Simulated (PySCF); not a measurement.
Ligands exchanged one at a time, B F-Br. Gas-phase values, no solvent. Strings in code marks are SMILES.

The vertical ionisation energy (Delta-SCF) from two functionals at the same geometries (B3LYP-D3(BJ)/def2-TZVP), both in PySCF: PBE-D3(BJ)/def2-TZVP and ωB97X-D3(BJ)/def2-TZVP. Delta-SCF ions had no search for a lower state. 

```tsv
species	PBE-D3(BJ)/def2-TZVP (eV)
0 of 3 F replaced by Br (`B(F)(F)F`)	14.42
1 of 3 F replaced by Br (`FB(F)Br`)	11.59
2 of 3 F replaced by Br (`FB(Br)Br`)	10.47
3 of 3 F replaced by Br (`BrB(Br)Br`)	9.84
```

### Question
What does ωB97X-D3(BJ)/def2-TZVP give for each?

### Answer

- 0 of 3 F replaced by Br (`B(F)(F)F`): 15.61
- 1 of 3 F replaced by Br (`FB(F)Br`): 11.91
- 2 of 3 F replaced by Br (`FB(Br)Br`): 11.26
- 3 of 3 F replaced by Br (`BrB(Br)Br`): 10.86
Over these rows, drawn at random from the members with no instability flagged (it was tested for open shells, ions and some series alone), PBE minus ωB97X-D3(BJ): mean -0.83 eV, from -1.19 eV to -0.32 eV.
